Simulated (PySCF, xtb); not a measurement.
hydrogen chloride (ClH), SMILES Cl.

Harmonic wavenumbers (cm⁻¹) from GFN2-xTB (xtb 6.7.1) at its own minimum, in rising order: 2512.

Task: What does PBE-D3(BJ)/def2-TZVPD in PySCF give at its own minimum? (Estimate from the structure and the level; the computed values follow.)

Result: 2894. Paired by order, the mean absolute difference is 383 cm⁻¹ and the zero-point energies are 3.6 and 4.1 kcal/mol.
